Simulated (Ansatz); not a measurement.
# Si2H4S: functionals against CCSD(T) at one geometry

The task here is to estimate one member of a computed series from the others.

The runs use Ansatz 0.2.0, Gaussian basis; single points in def2-TZVPP.

Correlated methods freeze the cores.

### The starting structure

SMILES `[SiH3][SiH]=S`, 7 atoms, charge 0, spin multiplicity 1.

Atoms are counted from 1 here; the program's logs count them from 0.

Bond lengths: Si1–Si2 2.298 Å, Si1–H4 1.445 Å, Si1–H5 1.482 Å, Si1–H6 1.457 Å, Si2–S3 1.994 Å, Si2–H7 1.477 Å. Angles: Si2–Si1–H4 111.5°, Si2–Si1–H5 109.7°, Si2–Si1–H6 111.1°, H4–Si1–H5 108.0°, H4–Si1–H6 108.0°, H5–Si1–H6 108.5°, Si1–Si2–S3 129.1°, Si1–Si2–H7 111.7°, S3–Si2–H7 119.1°.

As a file:

```
Si   -0.8305    0.4978   -0.3238
Si    1.0075   -0.6926    0.3717
S     2.1266   -0.4377    2.0018
H    -1.7674   -0.3409   -1.0367
H    -0.4054    1.5857   -1.2361
H    -1.5299    1.0917    0.8085
H     1.3771   -1.7438   -0.5973
```

Set-up of the first run:

run/in.yaml reads:

```yaml
crystal:
  periodic: [false, false, false]
  atoms:
    - {symbol: Si, position_ang: [-0.830500, 0.497800, -0.323800]}
    - {symbol: Si, position_ang: [1.007500, -0.692600, 0.371700]}
    - {symbol: S, position_ang: [2.126600, -0.437700, 2.001800]}
    - {symbol: H, position_ang: [-1.767400, -0.340900, -1.036700]}
    - {symbol: H, position_ang: [-0.405400, 1.585700, -1.236100]}
    - {symbol: H, position_ang: [-1.529900, 1.091700, 0.808500]}
    - {symbol: H, position_ang: [1.377100, -1.743800, -0.597300]}
basis:
  gaussian: {orbitals: def2-TZVPP}
correlation: {method: ccsd_t}
output: {forces: true}
```

The command line of these runs was not kept.

Steps of the session up to this table: CCSD(T)/def2-TZVPP; PBE0-D4/def2-TZVPP; wB97M-V/def2-TZVPP; r2SCAN-D4/def2-TZVPP; PBE-D4/def2-TZVPP; wB97X-V/def2-TZVPP; r2SCANh-D4/def2-TZVPP.

One table of the session follows, with a row left open; its other results are not shown here.

```
    method  RMS force component (eV/Å)  angle to CCSD(T) forces (°)  dipole (D)
   CCSD(T)                       0.444                    reference        2.92
   PBE0-D4                       0.531                         11.4        3.18
   wB97M-V                       0.555                         13.3        3.28
 r2SCAN-D4                       0.481                          9.9        3.07
    PBE-D4                           ?                            ?           ?
   wB97X-V                       0.618                         12.9        3.46
r2SCANh-D4                       0.513                         10.4        3.16
```

Estimate the missing values for PBE-D4.

As computed: RMS force component (eV/Å): 0.443; angle to CCSD(T) forces (°): 19.8; dipole (D): 2.88. In the column «RMS force component (eV/Å)» it is the lowest.
